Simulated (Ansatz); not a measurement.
Predict the output of the script below (Ansatz 0.2.0 through its Python package).

The script, `ch2n2.py`:
```python
"""Relaxed scan of one distance in CH2N2."""

import ansatz
import numpy as np


def main() -> None:
    geometry_ang = [
        ("N", (-1.0993, -0.144, 0.2404)),
        ("C", (-0.0114, -0.0091, -0.0043)),
        ("N", (1.0997, 0.0882, -0.2493)),
        ("H", (-1.6131, 0.3905, -0.5021)),
        ("H", (1.674, -0.3993, 0.4739)),
    ]
    system = ansatz.Crystal.molecule()
    for symbol, xyz in geometry_ang:
        system = system.atom(symbol, xyz)

    job = (
        system.calculation()
        .basis(gaussian="def2-SVP")
        .functional("b3lyp")
    )
    symbols = [site.symbol for site in system.cartesian_sites]
    pairs = [(0, 1), (0, 3), (1, 2), (2, 4)]
    print("held (A)   E (eV)        ", "  ".join(f"{symbols[i]}{i}-{symbols[j]}{j}" for i, j in pairs))
    for length in [0.97, 1.05, 1.13, 1.26, 1.42]:
        report = job.relax(constraints=[ansatz.DistanceConstraint((0, 3), at=length)], force_tolerance=0.02, max_steps=60).run(threads=1, pin="off").report
        xyz = np.array(report["positions_ang"])
        print(f"{length:6.2f} {report['free_energy_ev']:14.5f}  ", "  ".join(f"{np.linalg.norm(xyz[i] - xyz[j]):.3f}" for i, j in pairs))


if __name__ == "__main__":
    main()
```

Output of `python ch2n2.py`:
```text
held (A)   E (eV)         N0-C1  N0-H3  C1-N2  N2-H4
DeckWarning: relax.constraints: the input's atoms, or those drawn, lie off the distances that are held; a relaxation that starts there is brought onto them ahead of its first SCF, by positions alone, an atom by 3.96e-2 Å at the most. With the symmetry [...]
  0.97    -4045.54864   1.223  0.970  1.225  1.017
  1.05    -4045.58112   1.226  1.050  1.225  1.018
  1.13    -4045.38693   1.229  1.130  1.225  1.018
  1.26    -4044.83017   1.233  1.260  1.226  1.019
  1.42    -4044.01354   1.236  1.420  1.227  1.020
```
(Warnings from the package without file and line, shortened, repeats left out.)

Reading the output:
- Total energies depend on the basis set; only differences at equal settings carry meaning.
- The energies are electronic: no zero-point or thermal terms, and the basis set is short of its limit.
- b3lyp holds the VWN-RPA fit, as in Gaussian; the form of ORCA and Turbomole is b3lyp5.
- Wall time of the script: 65 s on 1 thread of Arm Neoverse V2, on a shared host, peak memory 0.18 GiB.
